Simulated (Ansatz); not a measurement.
## Relative stability

Two relaxed structures of H3SO2 (charge +1), singlet (PBE0-D4/def2-TZVP; forces vanish, vibrations not checked).

A:

```json
{"atom": "O1", "x (Å)": "-0.5118", "y (Å)": "-1.0664", "z (Å)": "0.0555"}
{"atom": "S2", "x (Å)": "0.5895", "y (Å)": "1.1091", "z (Å)": "-0.0341"}
{"atom": "O3", "x (Å)": "-0.6360", "y (Å)": "0.2427", "z (Å)": "-0.5239"}
{"atom": "H4", "x (Å)": "-1.3029", "y (Å)": "-1.4967", "z (Å)": "-0.3189"}
{"atom": "H5", "x (Å)": "0.5819", "y (Å)": "0.8657", "z (Å)": "1.3082"}
{"atom": "H6", "x (Å)": "1.6362", "y (Å)": "0.2664", "z (Å)": "-0.2700"}
```

B:

```xyz
6
angstrom
O -1.1548 -1.0374 0.1267
S -0.9461 0.3893 -0.4994
O 0.6964 0.8672 0.0995
H -0.8865 -1.7550 -0.4740
H 0.7951 1.0496 1.0511
H 1.4958 0.4862 -0.3039
```

Computed with Ansatz 0.2.0 (basis: def2-TZVPP); correlated methods freeze the cores. B3LYP uses VWN-RPA correlation.

Q: Which structure is lower at CCSD(T), and by how much? (Judge from chemistry; the value comes from the calculation.)

A: Computed: B, by 58.19 kcal/mol (electronic energy, against the other). By their contacts, A is H₃SO₂ ([OH][O][SH2]), total charge +1 and B is H₃SO₂ ([OH][S][OH2]), total charge +1.

All methods give the same order:

```tsv
method	E(B) − E(A) (kcal/mol)
PBE-D4	-55.58
r2SCAN-D4	-55.77
PBE0-D4	-58.08
B3LYP-D4	-58.28
wB97M-V	-60.76
HF	-61.86
MP2	-61.42
CCSD	-59.12
CCSD(T)	-58.19
```

T1 diagnostic: at most 0.016.

Labels in which every atom is bracketed show which atoms are joined, not bond orders.

For scale, one of the runs: CCSD(T)/def2-TZVPP, 146 basis functions, launched by `ansatz run in.yaml --threads 2 --pin off --events-out ev --progress --plain --max-ram 4352MiB`. Time: 15 s of wall clock on 2 CPU threads of an Arm Neoverse V2; the host was shared. Peak host memory: 0.9 GiB.
